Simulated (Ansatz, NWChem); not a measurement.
C3H7N (cyclopropylamine): from total energies to a heat of formation

The species is C3H7N (11 atoms), meant as a singlet with charge 0. SMILES: `NC1CC1`. Geometry: relaxed at PBE0-D4/def2-TZVP. This is one conformer, not always the lowest.

Total energies at r2SCAN/6-31G* (spherical functions) (NWChem 7.3.0); the atoms run unrestricted:

```
species    state  energy (Eh)
  C3H7N  singlet  -173.124366
      N  quartet   -54.560743
      C  triplet   -37.819204
      H  doublet    -0.498227
```

Harmonic wavenumbers at PBE0-D4/def2-TZVP, in cm⁻¹: 269, 402, 411, 775, 811, 845, 848, 919, 1022, 1057, 1071, 1132, 1186, 1196, 1256, 1271, 1414, 1448, 1506, 1658, 3088, 3153, 3158, 3238, 3251, 3524, 3604.

Measured heats of formation of the gaseous atoms at 298.15 K, in kJ/mol: N 472.4, C 716.9, H 218.0. Take 1 Eh = 2625.50 kJ/mol, 1 cm⁻¹ = 0.0119627 kJ/mol, RT = 2.479 kJ/mol.

Question: Work out the heat of formation of the gas at 298 K.

Answer: 
1. Electronic atomisation energy: (-54.560743) + 3 × (-37.819204) + 7 × (-0.498227) − (-173.124366) = 1.618422 Eh = 4249.2 kJ/mol.
2. Zero-point energy: half the sum of the wavenumbers, 21756.5 cm⁻¹ = 260.3 kJ/mol.
3. Thermal vibrational enthalpy, Σ hcν̃/(exp(hcν̃/kT) − 1): 4.2 kJ/mol. Translation, rotation and pV of a non-linear molecule: 4 RT = 9.9 kJ/mol.
4. The 11 free atoms carry 5/2 RT each: 68.2 kJ/mol.
5. Spin-orbit coupling lowers the free atoms by 3 × 0.02 = 0.1 kJ/mol.
6. Atomisation enthalpy at 298 K: 4249.2 − 0.1 − 260.3 − 4.2 − 9.9 + 68.2 = 4042.9 kJ/mol.
7. Sum of the atoms' heats of formation: 4149.1 kJ/mol. Heat of formation: 4149.1 − 4042.9 = +106.2 kJ/mol.

The tabulated value is +77.0 kJ/mol (CRC Handbook of Chemistry and Physics), so this level is off by +29.2 kJ/mol, or 0.7 % of the atomisation enthalpy that the table implies (4072.0 kJ/mol). Anharmonicity and any spin-orbit splitting of the molecule are left out.
